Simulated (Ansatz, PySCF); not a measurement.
Species: C₂H₂Cl (charge 0, doublet). It need not be the lowest isomer of its formula. SMILES: C=[C]Cl
Structure (B3LYP-D3(BJ)/def2-TZVP (Ansatz, an electronic-structure program) minimum search):
```
C
C 1 1.3086
H 1 1.0829 2 120.27
H 1 1.0879 3 117.72 2 -180.00
Cl 2 1.6767 1 135.19 3 -180.00
```
Charge 0, spin multiplicity 2.

Property: atomisation energy (electronic, to ground-state atoms), in kcal/mol. Valence correlation only, unless marked. UHF or UKS for open shells. Spin-orbit coupling is left out. Non-relativistic. The coupled-cluster limit lacks core correlation, which all-electron functionals hold. Basis-set limits of correlation are two-point, X^-3; Hartree-Fock from the larger set. The bracket is a focal-point correction in the basis named.

The UHF reference is spin-contaminated (<S^2> 0.21 over the pure value in the largest basis). 

```csv
level,program,atomisation energy (kcal/mol)
HF-D4/def2-TZVPD,PySCF + dftd4,…
PBE-D4/def2-TZVPD,Ansatz + dftd4,449.5
PBE0/def2-TZVPD,Ansatz,435.7
PBE0/def2-QZVPP,Ansatz,436.0
TPSSh-D3(BJ)/def2-TZVPD,PySCF + dftd3,433.9
r2SCANh-D4/def2-TZVPD,Ansatz + dftd4,…
PW6B95-D4/def2-TZVPD,PySCF + dftd4,433.0
M06-2X/def2-TZVPD,PySCF,…
HSE06-D3(BJ)/def2-TZVPD,Ansatz + dftd3,437.5
B2PLYP-D3(BJ)/def2-TZVPD,Ansatz + dftd3,425.1
RPA@PBE/cc-pV(T+d)Z,Ansatz,387.6
RPA@PBE/cc-pV(Q+d)Z,Ansatz,…
SCS-MP2/STO-3G,Ansatz,397.4
SCS-MP2/cc-pV(T+d)Z,Ansatz,410.2
CCSD/STO-3G,Ansatz,413.3
CCSD/cc-pV(T+d)Z,Ansatz,404.7
"RI-MP2/CBS(cc-pV(T+d)Z,cc-pV(Q+d)Z)+[CCSD(T)-MP2]/cc-pV(T+d)Z",Ansatz,425.7
```

Q: Complete the blanks.

A: 
- HF-D4/def2-TZVPD, atomisation energy (kcal/mol): 315.4
- r2SCANh-D4/def2-TZVPD, atomisation energy (kcal/mol): 432.2
- M06-2X/def2-TZVPD, atomisation energy (kcal/mol): 428.8
- RPA@PBE/cc-pV(Q+d)Z, atomisation energy (kcal/mol): 394.0
